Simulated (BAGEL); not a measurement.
# C3H4F2 (SMILES FC1(F)CC1): HF/6-31G(d) (density fitting with qzvpp-jkfit, spherical functions)

Aim: the vertical singlet–triplet gap of C3H4F2 at HF/6-31G* (density fitting with qzvpp-jkfit, spherical functions), from 2 runs. 

The results are computed with BAGEL 1.2.2.

1 further run of the same task is left out (set aside as unsound or not needed).

## (1) The molecule

The species is C3H4F2 (9 atoms), meant as a singlet with charge 0. SMILES: `FC1(F)CC1`. Geometry: relaxed at PBE0-D4/def2-TZVP.

Bond lengths: F1–C2 1.343 Å, C2–F3 1.343 Å, C2–C4 1.469 Å, C2–C5 1.469 Å, C4–C5 1.536 Å, C4–H6 1.082 Å, C4–H7 1.082 Å, C5–H8 1.082 Å, C5–H9 1.082 Å. Some angles: F1–C2–F3 109.3°, F1–C2–C4 119.5°, F1–C2–C5 119.5°, F3–C2–C4 119.5°, F3–C2–C5 119.5°, C4–C2–C5 63.1°, C2–C4–C5 58.5°, C2–C5–C4 58.5°, C2–C4–H6 117.6°, C2–C4–H7 117.6°.

## (2) The energy at HF/6-31G(d) (density fitting with qzvpp-jkfit, spherical functions)

calc.json

```json
{ "bagel" : [

{
  "title" : "molecule",
  "basis" : "6-31gs.json",
  "df_basis" : "qzvpp-jkfit",
  "angstrom" : "true",
  "geometry" : [
    { "atom" : "F", "xyz" : [       1.653500,      -0.826400,       0.516900 ] },
    { "atom" : "C", "xyz" : [       0.571500,      -0.513600,      -0.214600 ] },
    { "atom" : "F", "xyz" : [       0.598200,      -1.204400,      -1.366000 ] },
    { "atom" : "C", "xyz" : [       0.068600,       0.866300,      -0.209800 ] },
    { "atom" : "C", "xyz" : [      -0.712600,      -0.275800,       0.457400 ] },
    { "atom" : "H", "xyz" : [       0.564000,       1.577900,       0.437800 ] },
    { "atom" : "H", "xyz" : [      -0.320000,       1.261000,      -1.139500 ] },
    { "atom" : "H", "xyz" : [      -1.609500,      -0.624100,      -0.038100 ] },
    { "atom" : "H", "xyz" : [      -0.725300,      -0.307300,       1.539100 ] }
  ]
},

{
  "title" : "hf"
},

{
  "title" : "print",
  "file" : "orbitals.molden",
  "orbitals" : "true"
}

]}
```

The basis set 6-31G* is read from a file made from the Basis Set Exchange's data (not shown).

Started as:

```bash
BAGEL_NUM_THREADS=1 BAGEL calc.json > calc.out
```

The program printed:

```text
* using 1 threads per process

  ===============================================================
  ===============================================================

  *** Geometry ***

  { "atom" : "F", "xyz" : [      3.124662,     -1.561670,      0.976799 ] },
  { "atom" : "C", "xyz" : [      1.079978,     -0.970563,     -0.405535 ] },
  { "atom" : "F", "xyz" : [      1.130434,     -2.275986,     -2.581366 ] },
  { "atom" : "C", "xyz" : [      0.129635,      1.637070,     -0.396465 ] },
  { "atom" : "C", "xyz" : [     -1.346619,     -0.521186,      0.864361 ] },
  { "atom" : "H", "xyz" : [      1.065806,      2.981799,      0.827322 ] },
  { "atom" : "H", "xyz" : [     -0.604712,      2.382945,     -2.153343 ] },
  { "atom" : "H", "xyz" : [     -3.041514,     -1.179378,     -0.071999 ] },
  { "atom" : "H", "xyz" : [     -1.370618,     -0.580713,      2.908477 ] },

  Number of auxiliary basis functions:      451

  Since a DF basis is specified, we compute 2- and 3-index integrals:
    o Being stored without compression. Storage requirement is 0.022 GB

  Number of basis functions:       78
  Number of electrons      :       40

    * METHOD: MOLECULE                             0.21

  *** RHF ***

  === Nuclear Repulsion ===
   184.9612838012

      * DIIS with orbital gradients will be used.

  === RHF iteration (6-31gs.json) ===
      0       -314.57461580          0.02014799           0.05
      1       -314.71473910          0.01133205           0.05
      2       -314.75957209          0.00181968           0.04
      3       -314.76131931          0.00054279           0.05
      4       -314.76144727          0.00008989           0.04
      5       -314.76145516          0.00001970           0.05
      6       -314.76145555          0.00000811           0.04
      7       -314.76145559          0.00000212           0.05
      8       -314.76145560          0.00000083           0.05
      9       -314.76145560          0.00000025           0.05
     10       -314.76145560          0.00000009           0.05
     11       -314.76145560          0.00000003           0.05
     12       -314.76145560          0.00000001           0.05
    * SCF iteration converged.

    * Permanent dipole moment:
           (    0.643505,    -0.582498,    -0.243710) a.u.

    * METHOD: HF                                   0.73

    * METHOD: PRINT                                0.02

  ===============================================================
```

Run time: 1.1 s. Hardware: 1 thread of Arm Neoverse V1, shared host; peak memory 0.1 GiB.

## (3) The triplet, same level

calc.json

```json
{ "bagel": [

{
  "title": "molecule",
  "basis": "6-31gs.json",
  "df_basis": "qzvpp-jkfit",
  "angstrom": "true",
  "geometry": [
    { "atom": "F", "xyz": [       1.653500,      -0.826400,       0.516900 ] },
    { "atom": "C", "xyz": [       0.571500,      -0.513600,      -0.214600 ] },
    { "atom": "F", "xyz": [       0.598200,      -1.204400,      -1.366000 ] },
    { "atom": "C", "xyz": [       0.068600,       0.866300,      -0.209800 ] },
    { "atom": "C", "xyz": [      -0.712600,      -0.275800,       0.457400 ] },
    { "atom": "H", "xyz": [       0.564000,       1.577900,       0.437800 ] },
    { "atom": "H", "xyz": [      -0.320000,       1.261000,      -1.139500 ] },
    { "atom": "H", "xyz": [      -1.609500,      -0.624100,      -0.038100 ] },
    { "atom": "H", "xyz": [      -0.725300,      -0.307300,       1.539100 ] }
  ]
},

{
  "title": "uhf",
  "nopen": 2
},

{
  "title": "print",
  "file": "orbitals.molden",
  "orbitals": "true"
}

]}
```

The basis set 6-31G* is read from a file made from the Basis Set Exchange's data (not shown).

Started as:

```bash
BAGEL_NUM_THREADS=1 BAGEL calc.json > calc.out
```

The program printed:

```text
* using 1 threads per process

  ===============================================================
  ===============================================================

  *** Geometry ***

  { "atom" : "F", "xyz" : [      3.124662,     -1.561670,      0.976799 ] },
  { "atom" : "C", "xyz" : [      1.079978,     -0.970563,     -0.405535 ] },
  { "atom" : "F", "xyz" : [      1.130434,     -2.275986,     -2.581366 ] },
  { "atom" : "C", "xyz" : [      0.129635,      1.637070,     -0.396465 ] },
  { "atom" : "C", "xyz" : [     -1.346619,     -0.521186,      0.864361 ] },
  { "atom" : "H", "xyz" : [      1.065806,      2.981799,      0.827322 ] },
  { "atom" : "H", "xyz" : [     -0.604712,      2.382945,     -2.153343 ] },
  { "atom" : "H", "xyz" : [     -3.041514,     -1.179378,     -0.071999 ] },
  { "atom" : "H", "xyz" : [     -1.370618,     -0.580713,      2.908477 ] },

  Number of auxiliary basis functions:      451

  Since a DF basis is specified, we compute 2- and 3-index integrals:
    o Being stored without compression. Storage requirement is 0.022 GB

  Number of basis functions:       78
  Number of electrons      :       40

    * METHOD: MOLECULE                             0.21

  *** Open-shell HF ***

  === Nuclear Repulsion ===
   184.9612838012

      * DIIS with orbital gradients will be used.

  === UHF iteration (6-31gs.json) ===
      0       -314.22763015          0.03930606           0.10
      1       -314.35409926          0.02482242           0.10
      2       -314.38895273          0.01581967           0.10
      3       -314.41287103          0.00114009           0.10
      4       -314.41333624          0.00039732           0.10
      5       -314.41341204          0.00012832           0.10
      6       -314.41343645          0.00003182           0.10
      7       -314.41343883          0.00001631           0.10
      8       -314.41343949          0.00000518           0.10
      9       -314.41343955          0.00000487           0.10
     10       -314.41343957          0.00000197           0.10
     11       -314.41343958          0.00000073           0.10
     12       -314.41343958          0.00000039           0.10
     13       -314.41343958          0.00000016           0.10
     14       -314.41343958          0.00000010           0.10
     15       -314.41343958          0.00000009           0.09
     16       -314.41343958          0.00000008           0.10
     17       -314.41343958          0.00000008           0.10
     18       -314.41343958          0.00000006           0.10
     19       -314.41343958          0.00000005           0.10
     20       -314.41343958          0.00000004           0.10
     21       -314.41343958          0.00000003           0.10
     22       -314.41343958          0.00000003           0.10
     23       -314.41343958          0.00000002           0.10
     24       -314.41343958          0.00000001           0.10
     25       -314.41343958          0.00000001           0.10
    * SCF iteration converged.

    * S^2 (UHF) is 2.0147

    * Permanent dipole moment:
           (    0.344389,    -0.311742,    -0.130326) a.u.

    * METHOD: UHF                                  2.69

    * METHOD: PRINT                                0.02

  ===============================================================
```

It took 3.3 s on 1 thread of Arm Neoverse V1, shared host; peak memory 0.1 GiB.

## (4) Results

Level: HF/6-31G* (density fitting with qzvpp-jkfit, spherical functions).

```
                                        quantity          value
                           singlet: total energy  -314.76146 Eh
                          singlet: dipole moment         2.29 D
                            singlet: HOMO energy      -11.86 eV
                            singlet: LUMO energy        6.48 eV
                          singlet: HOMO–LUMO gap       18.35 eV
                           triplet: total energy  -314.41344 Eh
                          triplet: dipole moment         1.23 D
                                   triplet: ⟨S²⟩          2.015
vertical energy of the triplet above the singlet       9.470 eV
```

What this shows: At this shape the triplet lies 9.47 eV (914 kJ/mol) above the singlet.
